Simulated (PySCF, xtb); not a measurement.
thiophene cation (C4H4S), SMILES c1ccsc1 (connectivity only; charge and spin as stated), charge +1, multiplicity 2.

Harmonic wavenumbers (cm⁻¹) from GFN2-xTB run with xtb at its own minimum, in rising order: 321, 399, 547, 652, 692, 769, 773, 831, 873, 891, 1027, 1048, 1050, 1157, 1190, 1301, 1457, 3103, 3120, 3125, 3138.

Q: What does B3LYP-D3(BJ)/def2-SVP (PySCF) give at its own minimum? (The exact figures need the calculation; the answer reports its results.)

A: 368, 470, 498, 620, 712, 817, 843, 855, 881, 983, 1002, 1070, 1117, 1236, 1354, 1364, 1530, 3220, 3225, 3231, 3241. Paired by order, the mean absolute difference is 66 cm⁻¹ and the zero-point energies are 39.3 and 40.9 kcal/mol.
